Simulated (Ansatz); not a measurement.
## Ansatz (development build ahead of 0.2.0) run

```yaml
crystal:
  periodic: [false, false, false]
  atoms:
    - { symbol: Li, position_ang: [0.0, 0.0, -1.00104] }
    - { symbol: "N", position_ang: [0.0, 0.0, 1.00104] }
basis:
  gaussian: { orbitals: def2-SVP }
magnetization:
  spin_polarized: true
  initial_magnetization: 2
hamiltonian:
  xc: hf
correlation:
  method: ccsd_t
  frozen_orbitals: { Li: 0, "N": 1 }
```

The input is written out in the form of the current development build from the run's settings.

Results

```yaml
Converged: yes
Reference_energy: -61.75476 hartree
Correlation_energy: -0.12578 hartree
Total_energy: -61.88054 hartree
Stability_test: minimum
```
